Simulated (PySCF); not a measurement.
Species: C2H4O3S.
Cartesian coordinates in Å at the PBE0-D3(BJ)/def2-TZVP level; atoms count from 1:
```xyz
10
C2H4O3S angstrom
C      1.5125    0.6271   -0.3126
C      0.6047    0.1872    0.5404
S     -0.7434   -0.7846   -0.0055
O     -0.7305   -0.8613   -1.4322
O     -0.8107   -1.9427    0.8152
O     -1.9873    0.1148    0.4228
H      1.4211    0.4226   -1.3731
H      2.3702    1.1925    0.0317
H      0.6372    0.3371    1.6132
H     -2.2216    0.6854   -0.3216
```

Computed with PySCF at wB97X-D/pcSseg-2, non-relativistic, on one gas-phase PBE0-D3(BJ)/def2-TZVP geometry that isn't relaxed in the solvent. The solvent is an IEF-PCM continuum (van der Waals radii × 1.2). Only the electrostatic response of the medium enters.

Gas phase at wB97X-D/pcSseg-2: HOMO -10.78 eV, LUMO 0.39 eV, dipole 4.51 D.

What does the continuum do to the energy, the frontier levels and the dipole at wB97X-D/pcSseg-2 in chloroform?

| solvent | ε | E(solvent) − E(gas) (kJ/mol) | polarisation term (kJ/mol) | distortion of the solute (kJ/mol) | HOMO (eV) | LUMO (eV) | dipole (D) |
| --- | --- | --- | --- | --- | --- | --- | --- |
| chloroform | 4.711 | -32.58 | -36.55 | 3.97 | -10.60 | 0.68 | 5.37 |

Polarisation term: ½ Σ q·V over the induced surface charges. Distortion: the rise of the solute's own energy as its density leaves the gas-phase optimum.

Which radius a makes the point-dipole formula ΔE = −[(ε − 1)/(2ε + 1)]·μ²/a³ give the value in chloroform, with the gas-phase dipole?

μ = 1.773 au and |ΔE| = 0.01241 Eh give a = 2.37 Å; the farthest nucleus lies 2.65 Å from the centroid of the nuclei, so such a sphere wouldn't even hold the nuclei. The formula assumes a rigid point dipole at the centre of a sphere.

Give the dipole vector in the frame of the coordinates (D, pointing from negative to positive charge), gas and chloroform.

Gas (1.60, 4.21, 0.01), solvent (1.90, 5.02, -0.01). Its length changes by +19 % and its direction by less than 1°.

The run took 65 s wall, 2.3 min CPU on Intel Xeon at 2.50 GHz, 2 threads, shared host with 64 logical CPUs at a one-minute load of 60, and the process peaked at 2.3 GiB of memory. This is the whole shielding run at wB97X-D/pcSseg-2 in chloroform, SCF included.

Note: wB97X-D ran without an empirical dispersion term, which enters the total energy and its gradient alone.
